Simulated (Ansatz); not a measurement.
Ansatz (a quantum-chemistry and plane-wave program) input (MP2/cc-pwCVQZ): A basis named .json is the Basis Set Exchange file of that set (core-valence sets with the plain set on hydrogen).

Ansatz 0.2 input:
```yaml
crystal:
  periodic: [false, false, false]
  atoms:
    - {symbol: O, position_ang: [0.00702152, 0.00134342, 0.11666744]}
    - {symbol: H, position_ang: [-0.04995842, 0.75929218, -0.47415850]}
    - {symbol: H, position_ang: [-0.00621371, -0.77003954, -0.45918106]}
basis:
  gaussian:
    orbitals: cc-pwCVQZ.json
magnetization: {spin_polarized: false}
correlation: {method: mp2, frozen_orbitals: {H: 0, O: 0}}
```

Output:

```
Functional definition: HF
integrals: 0.12 GiB planned
874 factors; integrals over basis functions are off by at most 8.3e-4 eV
mean field: 0.33 GiB planned
mean field evaluation 1: about -2068.0197 eV, gradient 3.3e1 eV
mean field evaluation 2: about -2068.0196 eV, gradient 3.3e1 eV
mean field evaluation 4: about -2069.8124 eV, gradient 1.4e0 eV
mean field evaluation 8: about -2069.8200 eV, gradient 3.3e-5 eV
mean field -2069.82002638 eV, -76.0644829949 hartree, gradient 1.1e-6 eV, S^2 0.000000; 0 other end points of the search recorded, 0 dependent functions left out
reference -2069.82002638 eV, -76.0644829949 hartree; 5, 5 occupied and 139, 139 virtual orbitals, 874 factors
second order -9.33972052 eV of doubles, -0.00000000 eV of singles
Total energy: -2079.15974690 eV, -76.4077113935 hartree
```
